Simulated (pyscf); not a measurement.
Structures and frequencies: ωB97X-D3(BJ)/def2-SVP in PySCF.

Q: Estimate the classical barrier height and the reaction energy of C₃H₂F₄ (SMILES FC1(F)CC1(F)F) → H₂C=C(F)–F (SMILES C=C(F)F) + F–C:–F (SMILES F[C]F) [singlet] at ωB97M-D3(BJ)/def2-TZVP. The step runs on the singlet surface, breaks C–C, C–C and forms none; take the reactant's lowest minimum found as zero.

A: ΔE‡ = 220.1 kJ/mol, ΔE = +159.2 kJ/mol. Zero-point energy shifts the barrier by -12.8 kJ/mol. It is a cycloreversion, with an imaginary mode of 522i cm⁻¹. cyclic C₃H₂F₄ (SMILES FC1(F)CC1(F)F) lies 32.4 kJ/mol over its isomer F–CH=C(F)–CH(F)–F, and others may lie lower still (electronic energy, ωB97M-D3(BJ)). One saddle was located; it need not be the lowest between these sides. One closed-shell reference is unstable to symmetry breaking; treat the single-reference values with care.
